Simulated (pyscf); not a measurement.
# Four-centre exchange: F–SiH•–O–SiH₃ (SMILES F[SiH]O[SiH3]) + H₂O (SMILES O) → HO–Si•(F)–O–SiH₃ (SMILES O[Si](F)O[SiH3]) + H₂ (SMILES [H][H])

Gas phase, doublet surface, charge 0. Bonds broken: Si2–H6, H5–O10. Bonds formed: Si2–O10, H5–H6. Single points on ωB97X-D3(BJ)/def2-SVP structures (PySCF, gas phase).

Transition state (Å):

```xyz
11

F     -1.2219    -0.5945     1.1912
Si    -2.3255     0.5815     0.8582
O     -2.0518     0.8003    -0.7769
Si    -1.0933     0.0335    -1.9118
H     -1.7091     1.7940     2.0390
H     -1.4368     2.0570     1.1490
H      0.3484     0.1986    -1.5705
H     -1.4183    -1.4193    -1.9757
H     -1.3636     0.6587    -3.2338
O     -2.5128     1.0043     2.6956
H     -2.1512     0.3225     3.2842
```

One imaginary mode, 1312i cm⁻¹; descent along it reached the two sides named.

| bond | change | reactant side (Å) | saddle | product side |
|---|---|---|---|---|
| Si2–H6 | breaks | 1.497 | 1.747 | 3.9 |
| H5–O10 | breaks | 0.966 | 1.304 | 2.526 |
| Si2–O10 | forms | 2.7 | 1.895 | 1.658 |
| H5–H6 | forms | 2.8 | 0.967 | 0.761 |

Electronic energies relative to the separated reactants (kcal/mol):

```tsv
level	barrier	reaction energy	reverse barrier
ωB97X-D3(BJ)/def2-TZVP	33.2	-21.8	55.0
PBE/def2-TZVP	26.0	-20.7	46.6
r²SCAN/def2-TZVP	27.1	-23.9	51.0
B3LYP-D3(BJ)/def2-TZVP	32.5	-21.8	54.3
PBE0-D3(BJ)/def2-TZVP	29.7	-20.6	50.3
M06-2X/def2-TZVP	31.1	-24.9	56.0
ωB97M-D3(BJ)/def2-TZVP	32.0	-21.4	53.4
HF/def2-TZVP	53.6	-19.9	73.5
```

With ωB97M-D3(BJ)/def2-TZVP energies and thermal terms (ideal gas, 1 atm, RRHO with modes under 100 cm⁻¹ raised to 100, one conformer, R ln 2 for chiral ones without a mode under 150 cm⁻¹), in kcal/mol:

```json
[
 {"T (K)": "298", "ΔH‡": "30.1", "ΔG‡": "41.5", "ΔH": "-24.1", "ΔG": "-21.7"},
 {"T (K)": "600", "ΔH‡": "30.3", "ΔG‡": "53.0", "ΔH": "-22.9", "ΔG": "-19.8"},
 {"T (K)": "900", "ΔH‡": "31.0", "ΔG‡": "64.1", "ΔH": "-22.0", "ΔG": "-18.4"},
 {"T (K)": "1200", "ΔH‡": "31.9", "ΔG‡": "75.1", "ΔH": "-21.3", "ΔG": "-17.3"}
]
```

At the saddle there is also a short H–Si contact that neither side keeps. HO–Si•(F)–O–SiH₃ lies 5.9 kcal/mol over its isomer HO–SiH(F)–O–SiH₂• (electronic energy, ωB97M-D3(BJ)/def2-TZVP). This is the saddle that the search found; another between the same sides may lie lower.
